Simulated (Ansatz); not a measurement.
The first iterations of a band of C3H7FOS (13 atoms, charge 0, multiplicity 1).

Theory: Ansatz 0.2.0, RKS PBE/6-31G*.

* movable images: 2
* climbing image: no
* spring: 5.0 eV/Å²
* optimiser: quadratic models (default)
* start path: through a guess of the saddle point
* force threshold: 0.03 eV/Å
* iteration limit: 60
* end points: relaxed

First end point:

```xyz
13
Properties=species:S:1:pos:R:3
C -0.690 -1.304 1.440
S 0.934 -0.612 0.968
C 0.425 0.734 -0.218
C 0.031 0.243 -1.598
O 1.490 1.610 -0.339
F -0.685 1.393 0.342
H -1.358 -0.501 1.783
H -1.156 -1.855 0.608
H -0.504 -2.005 2.268
H -0.264 1.109 -2.214
H -0.822 -0.449 -1.526
H 0.877 -0.273 -2.074
H 1.743 1.875 0.574
```

Last end point:

```xyz
13
Properties=species:S:1:pos:R:3
C -0.966 -1.407 1.600
S 0.277 -0.329 1.367
C 0.343 0.841 -0.240
C -0.167 0.159 -1.480
O 1.655 1.256 -0.391
F -0.481 1.907 0.106
H -1.682 -1.084 2.358
H 1.341 -1.043 0.847
H -1.288 -2.084 0.805
H -0.259 0.888 -2.303
H -1.158 -0.278 -1.272
H 0.522 -0.642 -1.789
H 1.883 1.782 0.407
```

| iteration | highest image above the first end (eV) | largest band force component (eV/Å) |
| --- | --- | --- |
| 1 | 8.226 | 29.325 |
| 2 | 4.201 | 2.218 |
| 3 | 3.450 | 1.193 |
| 4 | 3.212 | 0.710 |
| 5 | 3.137 | 0.630 |
| 6 | 3.018 | 0.642 |
| 7 | 2.942 | 0.609 |
| 8 | 2.882 | 0.553 |
| 9 | 2.851 | 0.593 |
| 10 | 2.840 | 0.137 |

Q: Does the band converge within its limit, and where does its top end?

A: The forces met the threshold. It ended after 31 iterations with the highest image 2.827 eV above the first end. Neighbouring images differ by up to 2.8 eV, so the band resolves the path poorly. No image climbed, so the highest image needn't sit at the top of the path. So few images can step over the top or miss a turn of the path. The orbitals stay closed-shell, which can raise the energy where a bond breaks towards radicals; this wasn't checked here.

Run time: 2.9 min on 2 threads of Intel(R) Xeon(R) Platinum 8259CL CPU @ 2.50GHz (Skylake/Cascade Lake), with other jobs on the host, peak memory 0.19 GiB.
